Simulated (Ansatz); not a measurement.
System: CN, charge 0, doublet. CN (SMILES [C]#N, doublet).
B3LYP-D3(BJ)/def2-TZVP minimum from Ansatz (a first-principles code):
```
C
N 1 1.1622
```
Charge 0, spin multiplicity 2.

Wanted: atomisation energy (electronic, to ground-state atoms), in kcal/mol. Radicals and triplets start from unrestricted determinants; spin-orbit coupling is neglected. CBS(X,Y): correlation extrapolated as X^-3, Hartree-Fock from the larger set (Q,5: extrapolated as (X+1)exp(-9√X)). A bracket is a step between two methods taken in the basis named. Functionals run without relativity, which enters their misses. Double hybrids freeze cores in their MP2 part. '+ core + X2C': CCSD(T) terms for core correlation (cc-pwCVTZ) and scalar relativity (cc-pVTZ-DK). The UHF reference of CN ([C]#N, doublet) is spin-contaminated (<S^2> up to 0.37 over the pure value in the sets run).

CCSD(T)/CBS(cc-pVQZ,cc-pV5Z) + [CCSDT(Q) - CCSD(T)]/cc-pVQZ + [CCSDTQ - CCSDT(Q)]/cc-pVDZ + core + X2C (Ansatz) gives 181.0 kcal/mol.

Q: How far off this value is PBE/def2-TZVPD (Ansatz), in which direction, and which of these levels come nearer: PBE0/def2-TZVPD, wB97M-V/def2-TZVPD, B2PLYP/def2-TZVPD, CCSD(T)/CBS(cc-pVQZ,cc-pV5Z) + core + X2C?

A: PBE gives 197.2 kcal/mol, 16.2 kcal/mol above it. Differences of the others: PBE0/def2-TZVPD (Ansatz) -2.4; wB97M-V/def2-TZVPD (Ansatz) -5.2; B2PLYP/def2-TZVPD (Ansatz) -1.5; CCSD(T)/CBS(cc-pVQZ,cc-pV5Z) + core + X2C (Ansatz) -1.9 kcal/mol. Nearer than PBE: PBE0/def2-TZVPD, wB97M-V/def2-TZVPD, B2PLYP/def2-TZVPD, CCSD(T)/CBS(cc-pVQZ,cc-pV5Z) + core + X2C.
